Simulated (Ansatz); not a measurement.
Total energies of methyl acrylate (`C=CC(=O)OC`).

```
atom    x (Å)    y (Å)    z (Å)
  C1  -1.0667  -1.1555   1.9321
  C2  -1.0610  -0.2926   0.9260
  C3   0.1402  -0.1342   0.0789
  O4   1.1752  -0.7347   0.2060
  O5  -0.0707   0.7853  -0.8740
  C6   1.0294   1.0135  -1.7467
  H7  -0.1861  -1.7531   2.1408
  H8  -1.9371  -1.2853   2.5634
  H9  -1.9187   0.3237   0.6832
 H10   1.2991   0.0962  -2.2722
 H11   0.6988   1.7733  -2.4512
 H12   1.8976   1.3634  -1.1863
```

Charge 0, multiplicity 1. All single points use the PBE0-D4/def2-TZVP geometry. It is one conformer, not always the lowest. Basis def2-TZVPP, Ansatz 0.2.0.

RPA on PBE orbitals: Hartree–Fock energy of these orbitals -304.73576 Eh, correlation -1.76002 Eh (frozen core).

```csv
functional,energy without D4 (Eh),D4 term (kJ/mol)
LDA (SPW92),-304.07265,–
revPBE,-306.50121,-74.7
BLYP,-306.50402,-47.6
r2SCAN,-306.42578,-5.5
B97M-V,-306.55286,–
r2SCANh,-306.40785,-5.7
r2SCAN0,-306.38247,-6.2
HSE06 (plane-wave form),-306.22564,-16.3
BHLYP,-306.41997,-23.0
ωB97M-V,-306.47876,–
```

(1) Give the same for PBE, PBE0, B3LYP, CAM-B3LYP, LC-ωPBE, ωB97X-V, B2PLYP, PBE-QIDH. (Best estimate.)

B3LYP takes the VWN-RPA correlation (the form of Gaussian; ORCA's B3LYP/G). HSE06 is the plane-wave form, built on full-range PBE exchange. The double hybrids freeze the cores in their second-order part.

## Answers

(1) Ansatz gave: 
```tsv
functional	energy without D4 (Eh)	D4 term (kJ/mol)
PBE	-306.22990	-21.1
PBE0	-306.24129	-17.7
B3LYP	-306.60036	-33.6
CAM-B3LYP	-306.45928	-17.6
LC-ωPBE	-306.39346	–
ωB97X-V	-306.49594	–
B2PLYP	-306.35631	–
PBE-QIDH	-306.19306	–
```

LC-ωPBE has ω = 0.4 bohr⁻¹.
